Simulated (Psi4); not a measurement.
# SiNH2Cl (SMILES N[Si]Cl): levels of theory compared

Wanted: a comparison of 3 runs (HF/3-21G, HF/def2-SVP, B3LYP/6-31G*) of SiNH2Cl. 

The calculation is run with Psi4 1.11.

1 further run of the same task is left out (set aside as unsound or not needed).

## Step 1: The system as given

SiNH2Cl: 5 atoms, total charge 0, spin state singlet. As SMILES, `N[Si]Cl`. Geometry: relaxed at PBE0-D4/def2-TZVP. This is one conformer, not always the lowest.

Bond lengths: N1–Si2 1.701 Å, Si2–Cl3 2.104 Å, N1–H4 1.009 Å, N1–H5 1.010 Å. Angles: N1–Si2–Cl3 98.2°, Si2–N1–H4 121.0°, Si2–N1–H5 126.0°, H4–N1–H5 113.0°.

## Step 2: A single-point energy at HF/3-21G (run 1)

clh2nsi.xyz

```xyz
5
ClH2NSi
N     -0.148200     0.583400    -0.233900
Si    -0.116200    -0.341800     1.192600
Cl     0.649000    -2.124500     0.377300
H     -0.473300     1.538600    -0.227400
H      0.138600     0.270600    -1.150000
```

job.py

```python
import psi4

psi4.set_memory(1600000000)
psi4.set_num_threads(1)
psi4.set_output_file('output.dat', False)

with open('clh2nsi.xyz') as f:
    atoms = ''.join(f.readlines()[2:])
geom = psi4.geometry('0 1\n' + atoms + 'symmetry c1\nno_reorient\nno_com')

psi4.set_options(dict(basis='3-21G', puream=True, e_convergence=1e-09, d_convergence=1e-08, scf_type='pk'))

result = psi4.energy("hf", molecule=geom)
print(f'hf energy: {result:.10f} Eh')
```

Run with:

```console
python job.py
```

output.dat:

```text
[...]
  Running in c1 symmetry.
[...]
  Nuclear repulsion =  131.390318799166209
[...]
  Multiplicity = 1
[...]
  Nalpha       = 20
  Nbeta        = 20
[...]
    Number of basis functions: 39
[...]
   @RHF iter   1:  -800.02076769285338   -5.58868e-01   8.25145e-03 DIIS/ADIIS
[...]
   @RHF iter  11:  -800.07086089993902    1.13687e-13   3.15221e-09 DIIS
[...]
  @RHF Final Energy:  -800.07086089993902
   => Energetics <=
    Nuclear Repulsion Energy =            131.3903187991662094
    One-Electron Energy =               -1368.8219943958818021
    Two-Electron Energy =                 437.3608146967766857
    Total Energy =                       -800.0708608999389071
[...]
 Multipole Moments:
 ------------------------------------------------------------------------------------
     Multipole            Electronic (a.u.)      Nuclear  (a.u.)        Total (a.u.)
 ------------------------------------------------------------------------------------
 L = 1.  Multiply by 2.5417464519 to convert [e a0] to [Debye]
 Dipole X            :        -15.6052297           15.1822487           -0.4229810
 Dipole Y            :         67.6429750          -66.1568550            1.4861200
 Dipole Z            :        -38.3850836           37.9755583           -0.4095254
 Magnitude           :                                                    1.5984920
[...]
```

The script printed:

```text
hf energy: -800.0708608999 Eh
```

Run time: 1.9 s. Hardware: 1 thread of Intel Xeon 6975P-C (Granite Rapids), shared host; peak memory 0.17 GiB.

## Step 3: Energy and gradient at HF/def2-SVP (run 2)

input.dat

```
memory 1600 mb

molecule {
  0 1
  N     -0.148200     0.583400    -0.233900
  Si    -0.116200    -0.341800     1.192600
  Cl     0.649000    -2.124500     0.377300
  H     -0.473300     1.538600    -0.227400
  H      0.138600     0.270600    -1.150000
  symmetry c1
}

set basis def2-SVP
set puream true
set e_convergence 1e-09
set d_convergence 1e-08
set scf_type pk

gradient("hf")
```

Run with:

```console
psi4 -n 1 input.dat output.dat
```

output.dat:

```text
[...]
  Running in c1 symmetry.
[...]
  Nuclear repulsion =  131.390318799166209
[...]
  Multiplicity = 1
[...]
  Nalpha       = 20
  Nbeta        = 20
[...]
    Number of basis functions: 60
[...]
   @RHF iter   1:  -803.74714810150078   -5.79679e-01   6.42170e-03 DIIS/ADIIS
[...]
   @RHF iter  11:  -803.82079149143487   -1.00044e-11   9.63049e-09 DIIS
[...]
    Orbital Energies [Eh]
    ---------------------
    Doubly Occupied:
       1A   -104.765854     2A    -68.797444     3A    -15.569096
       4A    -10.530412     5A     -8.004681     6A     -8.002584
       7A     -8.002297     8A     -6.164190     9A     -4.270576
      10A     -4.270110    11A     -4.268739    12A     -1.150882
      13A     -1.067543    14A     -0.696919    15A     -0.686600
      16A     -0.538226    17A     -0.475737    18A     -0.454501
      19A     -0.430412    20A     -0.348635
[...]
  @RHF Final Energy:  -803.82079149143487
   => Energetics <=
    Nuclear Repulsion Energy =            131.3903187991662094
    One-Electron Energy =               -1373.4313466395833530
    Two-Electron Energy =                 438.2202363489822687
    Total Energy =                       -803.8207914914348748
[...]
  -Total Gradient:
     Atom            X                  Y                   Z
    ------   -----------------  -----------------  -----------------
       1        0.000485451997    -0.003281961367     0.003194974506
       2        0.001661316530    -0.004735861739    -0.000289061656
       3       -0.001970094980     0.004913462193     0.001544189251
       4       -0.002036834754     0.005532716173     0.000812345066
       5        0.001860161206    -0.002428355259    -0.005262447162
[...]
```

Run time: 2.2 s. Hardware: 1 thread of Intel Xeon 6975P-C (Granite Rapids), shared host; peak memory 0.2 GiB.

## Step 4: Energy and gradient at B3LYP/6-31G(d) (spherical functions) (run 3)

input.inp

```
memory 1600 mb

molecule system {
  0 1
  N     -0.148200     0.583400    -0.233900
  Si    -0.116200    -0.341800     1.192600
  Cl     0.649000    -2.124500     0.377300
  H     -0.473300     1.538600    -0.227400
  H      0.138600     0.270600    -1.150000
  symmetry c1
}

set puream true
set e_convergence 1e-09
set d_convergence 1e-08
set scf_type pk
set dft_radial_points 99
set dft_spherical_points 590

e, wfn = gradient("b3lyp/6-31G*", return_wfn=True)
```

Run with:

```console
psi4 -i input.inp -o input.out -n 1
```

input.out:

```text
[...]
  Running in c1 symmetry.
[...]
  Nuclear repulsion =  131.390318799166209
[...]
  Multiplicity = 1
[...]
  Nalpha       = 20
  Nbeta        = 20
[...]
    Number of basis functions: 54
[...]
   @RKS iter   1:  -805.43687399886994   -1.30274e-01   1.38602e-02 ADIIS/DIIS
[...]
   @RKS iter  12:  -805.68966890746378   -1.13687e-13   3.74622e-09 DIIS
[...]
  @RKS Final Energy:  -805.68966890746378
   => Energetics <=
    Nuclear Repulsion Energy =            131.3903187991662094
    One-Electron Energy =               -1374.1390144855479321
    Two-Electron Energy =                 482.9086631818049682
    DFT Exchange-Correlation Energy =     -45.8496364028869507
    Empirical Dispersion Energy =           0.0000000000000000
    VV10 Nonlocal Energy =                  0.0000000000000000
    Total Energy =                       -805.6896689074637834
[...]
  -Total Gradient:
     Atom            X                  Y                   Z
    ------   -----------------  -----------------  -----------------
       1       -0.000102828911    -0.001927173984     0.003840709788
       2        0.003444621367    -0.002448532397    -0.013249710160
       3       -0.003629630775     0.008594556322     0.003630204990
       4        0.001644254710    -0.005023463377     0.000293595371
       5       -0.001352105015     0.000795656272     0.005478747833
[...]
```

Run time: 8.7 s. Hardware: 1 thread of Intel Xeon 6975P-C (Granite Rapids), shared host; peak memory 0.59 GiB.

## Step 5: Overview of the runs

```csv
run,level,task,integration grid,energy (Eh),dipole moment (D),HOMO energy (eV),LUMO energy (eV),wall time
1,HF/3-21G,energy,–,-800.070861,4.06,-9.74,1.51,1.9 s
2,HF/def2-SVP,gradient,–,-803.820791,2.86,-9.49,1.88,2.2 s
3,B3LYP/6-31G* (spherical functions),gradient,99 radial × 590 angular,-805.689669,3.18,-6.87,-1.58,8.7 s
```

## Step 6: Summary of results

| quantity | value |
| --- | --- |
| run 3: total energy | -805.68967 Eh |
| run 3: dipole moment | 3.18 D |
| run 3: HOMO energy | -6.87 eV |
| run 3: LUMO energy | -1.58 eV |
| run 3: HOMO–LUMO gap | 5.28 eV |
| run 3: largest force on an atom | 0.715 eV/Å |

In words: The dipole moment (its size) runs from 2.86 D (HF/def2-SVP) to 4.06 D (HF/3-21G). The HOMO–LUMO gap runs from 5.28 eV (B3LYP/6-31G*) to 11.37 eV (HF/def2-SVP). The two ends differ in method and basis. All runs together took 13 s, the longest 8.7 s.
